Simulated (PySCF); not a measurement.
# C3H5F (Allyl Fluoride): the cost of one run

Programs: PySCF 2.14.0, with density-fitted response routines of our own. Each step states its level of theory. These are calculated values for one molecule, in the gas phase or a continuum, unless marked as measured. Atoms are numbered from 0 throughout.

## Step 1: The molecule as given

9 atoms, charge 0, multiplicity 1; geometry from: GFN2-xTB. The atoms were then displaced at random by about 0.01 Å, so the start is not that level's minimum.

Bonds of the start (Å): C0–C1 1.34, C1–C2 1.51, C2–F3 1.37, C0–H4 1.07, C0–H5 1.06, C1–H6 1.08, C2–H7 1.08, C2–H8 1.08.

## Step 2: Geometry optimisation at PBE0-D3(BJ)/def2-TZVP

What the job is given:

```
{"job": {"xc": "PBE0", "basis": "def2-TZVP", "d3": "d3bj", "grid": 2, "shake": 0.01, "kind": "geom"}, "charge": 0, "multiplicity": 1}
C      1.319490     0.306670     0.347100
C      0.336570    -0.073990    -0.472970
C     -1.116030    -0.224220    -0.096960
F     -1.294020     0.114010     1.217880
H      1.090700     0.577620     1.358960
H      2.315620     0.429380     0.012880
H      0.549320    -0.327080    -1.502540
H     -1.717030     0.436810    -0.703980
H     -1.426790    -1.256340    -0.194100
```

Launch:

```console
> OMP_NUM_THREADS=1 python probes_run.py task.json out
```

The driver reads the jobs from task.json and runs them one after another.

Q: Estimate the wall time and peak memory of this first job on 1 thread of Arm Neoverse V1, shared host.

About 55 s, with a peak of 0.68 GiB.
